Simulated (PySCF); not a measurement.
Relaxation of triplet SHF

Method: PySCF, UPBE0, basis S def2-TZVP, H def2-TZVP, F def2-TZVP (no relativity, density fitting). A (50,194) grid was used.

A hand-made bent start, of Cs symmetry, held to at least that symmetry:

```xyz
3
charge 0 multiplicity 3, angstrom
S    -0.4786    0.0000   -0.3651
H    -1.5845    0.0000    0.4092
F     0.8894    0.0000    0.5928
```

Optimiser trace:
```tsv
step	E − E(last) (kJ/mol)	largest gradient (Eh/bohr)
0	50.60	0.05747
1	14.84	0.01707
2	8.32	0.00793
3	4.65	0.01069
4	3.11	0.00759
5	0.30	0.00405
6	0.13	0.00454
7	0.01	0.00078
8	0.00	0.00007
```

It ends at Cs with S–F 1.921 Å, S–H 1.345 Å; F–S–H 83.6° (after a last refinement on a finer grid). A frequency run shows a minimum. Other isomers or separated fragments may lie lower.

At this level a singlet minimum of Cs symmetry lies 207 kJ/mol below this structure.

The relaxation took 7.4 s on 2 threads of a shared Arm Neoverse V1 host, with 74 basis functions and 9 gradients; the process peaked at 0.44 GiB. Launch command: `OMP_NUM_THREADS=2 python axn.py task.json out`.
